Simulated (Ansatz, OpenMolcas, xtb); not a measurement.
# A ladder of methods for SiS (SMILES [Si-]#[S+])

The species is SiS (2 atoms), meant as a singlet with charge 0. SMILES: `[Si-]#[S+]`. The bond length is the measured one.

```xyz
2

Si    0.0000    0.0000    0.0000
S     0.0000    0.0000    1.9293
```

Quantity: the vertical ionisation energy (to the doublet cation), in eV. The values are calculated.

```
                                  level                    kind     program  value (eV)  less CCSD(T)/cc-pVTZ  CPU time (all runs)
                               GFN1-xTB          semi-empirical         xtb       13.87                 +3.50            under 2 s
                             HF/cc-pVTZ            Hartree–Fock  OpenMolcas        9.69                 -0.68                5.1 s
                         M06-2X/cc-pVTZ         hybrid meta-GGA  OpenMolcas       10.47                 +0.10                 36 s
                        wB97M-V/cc-pVTZ  range-separated hybrid      Ansatz       10.45                 +0.08              2.6 min
                       PBE-QIDH/cc-pVTZ           double hybrid      Ansatz       10.64                 +0.27                 39 s
                        RPA@PBE/cc-pVTZ                     RPA      Ansatz       10.49                 +0.12                 16 s
                            MP2/cc-pVTZ     perturbation theory      Ansatz       10.76                 +0.39                8.8 s
                SC-NEVPT2(10,8)/cc-pVTZ          multireference  OpenMolcas       10.04                 -0.33                 13 s
CCSD(T)/cc-pVTZ, open shells restricted   coupled cluster or CI  OpenMolcas       10.37                  0.00                 14 s
     FCI/STO-3G, open shells restricted      exact in the basis  OpenMolcas        5.88                 -4.49                4.1 s
```

Differences are taken from CCSD(T)/cc-pVTZ, open shells restricted for orientation; it has basis-set and higher-order errors of its own. The values span 5.88 to 13.87 eV. The xTB values lack the empirical shift that such differences need. High-level rows in very small sets aren't better than simpler rows in larger ones. CPU times are rough (shared hosts, several kinds of processor): they show what a rung costs within a factor of a few.
